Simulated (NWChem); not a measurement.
**One shape, several levels: doublet [C3H8]+**

Aim: a comparison of 5 runs (U-r2SCAN/def2-SVP, UB3LYP/def2-SVP, UBHLYP/def2-SVP, UM06-L/def2-SVP, UPBE0/def2-SVP) of doublet [C3H8]+. 

Program for the calculation: NWChem 7.3.0.

## 1. The structure to begin with

[C3H8]+: 11 atoms, total charge +1, spin state doublet. As SMILES of the parent species, `CCC`. The coordinates come from a PBE0-D4/def2-TZVP relaxation. That shape belongs to the parent species and isn't relaxed for this state.

Bond lengths: C1–C2 1.519 Å, C2–C3 1.519 Å, C1–H4 1.094 Å, C1–H5 1.094 Å, C1–H6 1.093 Å, C2–H7 1.095 Å, C2–H8 1.095 Å, C3–H9 1.093 Å, C3–H10 1.094 Å, C3–H11 1.094 Å. Some angles: C1–C2–C3 112.7°, C1–C2–H7 109.5°, C1–C2–H8 109.5°, C3–C2–H7 109.5°, C3–C2–H8 109.5°, C2–C1–H4 111.1°, C2–C1–H5 111.1°, C2–C1–H6 111.7°, C2–C3–H9 111.7°, C2–C3–H10 111.0°.

## 2. A single-point energy at U-r2SCAN/def2-SVP (run 1)

The input, c3h8.xyz:

```xyz
11
C3H8 energy
C     -0.832500     0.724300    -0.658500
C     -0.124000     0.185100     0.572600
C      0.924300    -0.861400     0.234500
H     -1.340400    -0.077400    -1.202300
H     -0.122300     1.189000    -1.348600
H     -1.581700     1.475200    -0.396800
H      0.347000     1.012100     1.114700
H     -0.861000    -0.244700     1.259400
H      1.423000    -1.237800     1.130800
H      1.692700    -0.448800    -0.425700
H      0.475000    -1.715700    -0.280200
```

The input, c3h8.nw:

```
start c3h8
title "C3H8 energy"
memory stack 880 mb heap 220 mb global 1100 mb
charge 1

geometry units angstroms noautosym nocenter noautoz
  load c3h8.xyz
end

basis spherical bse
  * library def2-SVP
end

dft
  xc r2scan
  mult 2
  grid xfine
  convergence energy 1e-08
  maxiter 100
  mulliken
end

task dft energy
```

The run is started by

```sh
$ nwchem c3h8.nw > c3h8.out
```

Standard output:

```text
[...]
          Wavefunction type:  spin polarized.
          No. of atoms     :    11
          No. of electrons :    25
[...]
          Charge           :     1
          Spin multiplicity:     2
[...]
          AO basis - number of functions:    82
[...]
              XC Information
              --------------
                      r^2SCAN Method XC Functional
               r^2SCAN metaGGA Exchange Functional  1.000
                     r^2SCAN Correlation Potential  1.000
[...]
 d= 0,ls=0.0,diis     1   -118.4707357031 -2.01D+02  6.40D-03  2.04D-01     7.5
[...]
 d= 0,ls=0.5,diis    15   -118.5544130289 -7.83D-09  4.97D-07  4.03D-10   111.2
[...]
         Total DFT energy =     -118.554413033112
      One electron energy =     -315.304721819053
           Coulomb energy =      132.769788030098
    Exchange-Corr. energy =      -18.808485788088
 Nuclear repulsion energy =       82.789006543930
[...]
      Total Density - Mulliken Population Analysis
     ---------------------------------------------
    Atom       Charge   Shell Charges
 -----------   ------   -------------------------------------------------------
    1 C    6     6.10   1.99  0.92  0.20  2.10  0.87  0.02
    2 C    6     6.18   1.99  0.95  0.23  2.08  0.91  0.03
    3 C    6     6.10   1.99  0.92  0.20  2.10  0.87  0.02
    4 H    1     0.83   0.70  0.11  0.03
    5 H    1     0.83   0.70  0.11  0.03
    6 H    1     0.87   0.73  0.11  0.03
    7 H    1     0.78   0.67  0.08  0.03
    8 H    1     0.78   0.67  0.08  0.03
    9 H    1     0.87   0.73  0.11  0.03
   10 H    1     0.83   0.70  0.11  0.03
[...]
      <S2> =      0.7530 (Exact =     0.7500)
[...]
```

Wall time 2 min (1 thread of Intel Xeon 6975P-C (Granite Rapids), shared host); peak memory 0.15 GiB.

## 3. A single-point energy at UB3LYP/def2-SVP (run 2)

The input, work.nw:

```
start work
title "C3H8 energy"
memory stack 880 mb heap 220 mb global 1100 mb
charge 1

geometry units angstrom noautosym nocenter noautoz
 C    -0.832500    0.724300   -0.658500
 C    -0.124000    0.185100    0.572600
 C     0.924300   -0.861400    0.234500
 H    -1.340400   -0.077400   -1.202300
 H    -0.122300    1.189000   -1.348600
 H    -1.581700    1.475200   -0.396800
 H     0.347000    1.012100    1.114700
 H    -0.861000   -0.244700    1.259400
 H     1.423000   -1.237800    1.130800
 H     1.692700   -0.448800   -0.425700
 H     0.475000   -1.715700   -0.280200
end

basis spherical bse
 * library def2-SVP
end

dft
 xc b3lyp
 mult 2
 grid xfine
 convergence energy 1e-08
 maxiter 100
 mulliken
 noprint "final vectors analysis"
end

task dft energy
```

The run is started by

```sh
$ nwchem work.nw > work.out
```

Standard output:

```text
[...]
          Wavefunction type:  spin polarized.
          No. of atoms     :    11
          No. of electrons :    25
[...]
          Charge           :     1
          Spin multiplicity:     2
[...]
          AO basis - number of functions:    82
[...]
              XC Information
              --------------
                         B3LYP Method XC Potential
                     Hartree-Fock (Exact) Exchange  0.200
                        Slater Exchange Functional  0.800 local
                    Becke 1988 Exchange Functional  0.720 non-local
              Lee-Yang-Parr Correlation Functional  0.810
                  VWN I RPA Correlation Functional  0.190 local
[...]
 d= 0,ls=0.0,diis     1   -118.5501793875 -2.01D+02  6.18D-03  2.00D-01     5.3
[...]
 d= 0,ls=0.0,diis     9   -118.6347507905 -8.50D-09  7.90D-07  6.43D-09    48.7
[...]
         Total DFT energy =     -118.634750790497
      One electron energy =     -315.314773868851
           Coulomb energy =      132.783517193977
    Exchange-Corr. energy =      -18.892500659553
 Nuclear repulsion energy =       82.789006543930
[...]
      Total Density - Mulliken Population Analysis
     ---------------------------------------------
    Atom       Charge   Shell Charges
 -----------   ------   -------------------------------------------------------
    1 C    6     6.04   1.98  0.92  0.14  2.13  0.83  0.03
    2 C    6     6.11   1.99  0.95  0.17  2.10  0.87  0.04
    3 C    6     6.04   1.98  0.92  0.14  2.13  0.83  0.03
    4 H    1     0.86   0.70  0.13  0.03
    5 H    1     0.86   0.70  0.13  0.03
    6 H    1     0.89   0.73  0.14  0.02
    7 H    1     0.80   0.68  0.10  0.03
    8 H    1     0.80   0.68  0.10  0.03
    9 H    1     0.89   0.73  0.14  0.02
   10 H    1     0.86   0.70  0.13  0.03
[...]
      <S2> =      0.7528 (Exact =     0.7500)
[...]
```

Run time: 49 s. Hardware: 1 thread of Intel Xeon 6975P-C (Granite Rapids), shared host; peak memory 0.14 GiB.

## 4. The energy at UBHLYP/def2-SVP (run 3)

The input, geom.xyz:

```xyz
11

C     -0.832500     0.724300    -0.658500
C     -0.124000     0.185100     0.572600
C      0.924300    -0.861400     0.234500
H     -1.340400    -0.077400    -1.202300
H     -0.122300     1.189000    -1.348600
H     -1.581700     1.475200    -0.396800
H      0.347000     1.012100     1.114700
H     -0.861000    -0.244700     1.259400
H      1.423000    -1.237800     1.130800
H      1.692700    -0.448800    -0.425700
H      0.475000    -1.715700    -0.280200
```

The input, run.py:

```python
from ase.io import read
from ase.calculators.nwchem import NWChem

mol = read('geom.xyz')

calc = NWChem(
    label='geom',
    theory='dft',
    memory='2200 mb',
    basis='def2-SVP',
    basispar='spherical bse',
    charge=1,
    dft={'xc': 'bhlyp', 'mult': '2', 'grid': 'xfine', 'convergence': 'energy 1e-08', 'iterations': '100', 'mulliken': None},
    task='energy',
)
mol.calc = calc

print(f"energy = {mol.get_potential_energy():.6f} eV")
```

The run is started by

```sh
$ export ASE_NWCHEM_COMMAND="nwchem PREFIX.nwi > PREFIX.nwo"
$ python run.py
```

Standard output:

```text
energy = -3225.514259 eV
```

The calculator wrote geom.nwi:

```
title "geom"

permanent_dir geom

scratch_dir geom

start geom

geometry units angstrom nocenter noautosym noautoz
  C  -8.3250000000000002e-01 7.2430000000000005e-01 -6.5849999999999997e-01
  C  -1.2400000000000000e-01 1.8509999999999999e-01 5.7260000000000000e-01
  C  9.2430000000000001e-01 -8.6140000000000005e-01 2.3449999999999999e-01
  H  -1.3404000000000000e+00 -7.7399999999999997e-02 -1.2022999999999999e+00
  H  -1.2230000000000001e-01 1.1890000000000001e+00 -1.3486000000000000e+00
  H  -1.5817000000000001e+00 1.4752000000000001e+00 -3.9679999999999999e-01
  H  3.4699999999999998e-01 1.0121000000000000e+00 1.1147000000000000e+00
  H  -8.6099999999999999e-01 -2.4470000000000000e-01 1.2594000000000001e+00
  H  1.4230000000000000e+00 -1.2378000000000000e+00 1.1308000000000000e+00
  H  1.6927000000000001e+00 -4.4879999999999998e-01 -4.2570000000000002e-01
  H  4.7499999999999998e-01 -1.7157000000000000e+00 -2.8020000000000000e-01
end

charge 1

memory 2200 mb

basis spherical bse noprint
   * library def2-SVP
end

dft
  xc bhlyp
  mult 2
  grid xfine
  convergence energy 1e-08
  iterations 100
  mulliken
end

task dft energy
```

geom.nwo:

```text
Northwest Computational Chemistry Package (NWChem) 7.3.0
             --------------------------------------------------------

           Job information
           ---------------

    nwchem branch   = 7.3.0
    use scalapack   = T
    input           = geom.nwi
    prefix          = geom.
    data base       = geom/geom.db
    status          = startup
    nproc           =        1

           Memory information
           ------------------

    heap     =     72089600 doubles =      550.0 Mbytes
    stack    =     72089597 doubles =      550.0 Mbytes
    global   =    144179200 doubles =     1100.0 Mbytes (distinct from heap & stack)
    total    =    288358397 doubles =     2200.0 Mbytes
    verify   = yes
    hardfail = no

[... 109 lines left out ...]
  convergence criterion.
[... 17 lines left out ...]
          Convergence on gradient requested:  5.00D-04
[... 24 lines left out ...]
          Convergence aids based upon iterative change in
[... 30 lines left out ...]
 1-e energy   =    -305.951526
[... 65 lines left out ...]
         Total DFT energy =     -118.535463668687
[... 2 lines left out ...]
    Exchange-Corr. energy =      -18.796924890347
[... 586 lines left out ...]
                     DFT Final Beta Molecular Orbital Analysis
[... 671 lines left out ...]
 center of mass
 --------------
 x =  -0.01517555 y =   0.02262406 z =   0.07004939

 moments of inertia (a.u.)
 ------------------
         152.205286404547          79.458618430453         -38.645244168030
          79.458618430453         166.799926738404          31.834100814856
         -38.645244168030          31.834100814856         193.396710917242

     Multipole analysis of the density
     ---------------------------------

     L   x y z        total         alpha         beta         nuclear
     -   - - -        -----         -----         ----         -------
     0   0 0 0      1.000000    -13.000000    -12.000000     26.000000

     1   1 0 0     -0.061777      0.168214      0.074066     -0.304057
[... 8 lines of this table left out ...]
     2   0 0 2    -10.795645    -29.847642    -26.256534     45.308531

 Task  times  cpu:       56.8s     wall:       56.8s
 Total times  cpu:       56.8s     wall:       56.8s
```

Run time: 58 s. Hardware: 1 thread of Intel Xeon 6975P-C (Granite Rapids), shared host; peak memory 0.14 GiB.

Run 4 isn't shown in full; the table further down has it.

## 5. A single-point energy at UPBE0/def2-SVP (run 5)

The input, mol.nw:

```
start mol
memory stack 880 mb heap 220 mb global 1100 mb
charge 1

geometry units angstrom noautosym nocenter noautoz
 C    -0.832500    0.724300   -0.658500
 C    -0.124000    0.185100    0.572600
 C     0.924300   -0.861400    0.234500
 H    -1.340400   -0.077400   -1.202300
 H    -0.122300    1.189000   -1.348600
 H    -1.581700    1.475200   -0.396800
 H     0.347000    1.012100    1.114700
 H    -0.861000   -0.244700    1.259400
 H     1.423000   -1.237800    1.130800
 H     1.692700   -0.448800   -0.425700
 H     0.475000   -1.715700   -0.280200
end

basis spherical bse
 * library def2-SVP
end

dft
 xc pbe0
 mult 2
 grid xfine
 convergence energy 1e-08
 iterations 100
 mulliken
 noprint "final vectors analysis"
end

task dft energy
```

The run is started by

```sh
$ nwchem mol.nw > mol.out
```

Standard output:

```text
[...]
          Wavefunction type:  spin polarized.
          No. of atoms     :    11
          No. of electrons :    25
[...]
          Charge           :     1
          Spin multiplicity:     2
[...]
          AO basis - number of functions:    82
[...]
              XC Information
              --------------
                         PBE0 Method XC Functional
                     Hartree-Fock (Exact) Exchange  0.250
          PerdewBurkeErnzerhof Exchange Functional  0.750
            Perdew 1991 LDA Correlation Functional  1.000 local
           PerdewBurkeErnz. Correlation Functional  1.000 non-local
[...]
 d= 0,ls=0.0,diis     1   -118.3978393869 -2.01D+02  5.93D-03  1.97D-01     5.2
[...]
 d= 0,ls=0.0,diis     9   -118.4794037633 -9.67D-09  1.00D-06  3.60D-09    47.2
[...]
         Total DFT energy =     -118.479403763256
      One electron energy =     -315.313156843373
           Coulomb energy =      132.773922789571
    Exchange-Corr. energy =      -18.729176253384
 Nuclear repulsion energy =       82.789006543930
[...]
      Total Density - Mulliken Population Analysis
     ---------------------------------------------
    Atom       Charge   Shell Charges
 -----------   ------   -------------------------------------------------------
    1 C    6     6.11   1.99  0.91  0.20  2.11  0.88  0.02
    2 C    6     6.19   1.99  0.94  0.23  2.08  0.92  0.04
    3 C    6     6.11   1.99  0.91  0.20  2.11  0.88  0.02
    4 H    1     0.83   0.69  0.11  0.03
    5 H    1     0.83   0.69  0.11  0.03
    6 H    1     0.86   0.72  0.11  0.02
    7 H    1     0.77   0.67  0.08  0.03
    8 H    1     0.77   0.67  0.08  0.03
    9 H    1     0.86   0.72  0.11  0.02
   10 H    1     0.83   0.69  0.11  0.03
[...]
      <S2> =      0.7531 (Exact =     0.7500)
[...]
```

Run time: 48 s. Hardware: 1 thread of Intel Xeon 6975P-C (Granite Rapids), shared host; peak memory 0.14 GiB.

## 6. Overview of the runs

```tsv
run	level	energy (Eh)	HOMO energy (eV)	LUMO energy (eV)	⟨S²⟩	wall time
1	U-r2SCAN/def2-SVP	-118.554413	-14.90	-14.52	0.753	2 min
2	UB3LYP/def2-SVP	-118.634751	–	–	0.753	49 s
3	UBHLYP/def2-SVP	-118.535464	-17.47	-13.19	0.756	58 s
4	UM06-L/def2-SVP	-118.619981	-14.84	-14.61	0.752	2 min
5	UPBE0/def2-SVP	-118.479404	–	–	0.753	48 s
```

## 7. Results

| quantity | value |
| --- | --- |
| run 5: total energy | -118.47940 Eh |
| run 5: ⟨S²⟩ | 0.753 |

**Reading.** Totals of different functionals can't be ranked against each other. All runs together took 6.6 min, the longest 2 min.
